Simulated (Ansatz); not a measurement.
Worked example: HPN⁺, triplet against HPN, quartet

Geometry (PBE0/def2-TZVP stationary point of a quartet), kept for both states (HPN, quartet: A'; HPN⁺, triplet: A''):

```yaml
atoms:
  - { symbol: N, position_ang: [0.0000, 0.0521, 1.2556] }
  - { symbol: P, position_ang: [0.0000, -0.0674, -0.5434] }
  - { symbol: H, position_ang: [0.0000, 1.3455, -0.7511] }
```

Basis cc-pVDZ; Ansatz 0.2.0. Correlated methods freeze the noble-gas cores. R marks a restricted (for open shells ROHF) determinant, U an unrestricted one.

Full CI isn't at hand for all of this; UCCSDTQ serves as the reference, and is uncertain by the last step of the cluster series or more.

Coupled cluster chose its determinant by a search with trial CCSD, here up to 0.17 eV above the lowest Hartree–Fock solution of its kind, and MP2 stands on that determinant too.

```json
{"level": "UMP2", "E(HPN, quartet) (hartree)": "-395.858194", "E(HPN⁺, triplet) (hartree)": "-395.525098"}
{"level": "UCCSD(T)", "E(HPN, quartet) (hartree)": "-395.902583", "E(HPN⁺, triplet) (hartree)": "-395.575757"}
{"level": "PBE", "E(HPN, quartet) (hartree)": "-396.302125", "E(HPN⁺, triplet) (hartree)": "-395.970408"}
{"level": "UCCSDTQ", "E(HPN, quartet) (hartree)": "-395.904291", "E(HPN⁺, triplet) (hartree)": "-395.578262"}
```

Give the vertical gap, HPN⁺ triplet less HPN quartet, at each level in eV (1 hartree = 27.2114 eV), and each error against UCCSDTQ.

UCCSDTQ: (-395.578262 − (-395.904291)) × 27.2114 = 8.872 eV (the reference)
PBE: (-395.970408 − (-396.302125)) × 27.2114 = 9.026 eV, error 0.154 eV
UCCSD(T): (-395.575757 − (-395.902583)) × 27.2114 = 8.893 eV, error 0.021 eV
UMP2: (-395.525098 − (-395.858194)) × 27.2114 = 9.064 eV, error 0.192 eV

Total energies of functionals can't be set beside those of wave-function methods, since they hold the core's correlation and their own absolute errors; only the differences compare.

In so small a basis the reference is far from its limit while semilocal and hybrid functionals are nearer theirs, so the functionals' errors here hold much of the reference's basis and frozen-core error, which can add to them or hide them.

Each level lands on the state that its own search finds. T1 diagnostics of restricted CCSD: 0.026 and 0.039.
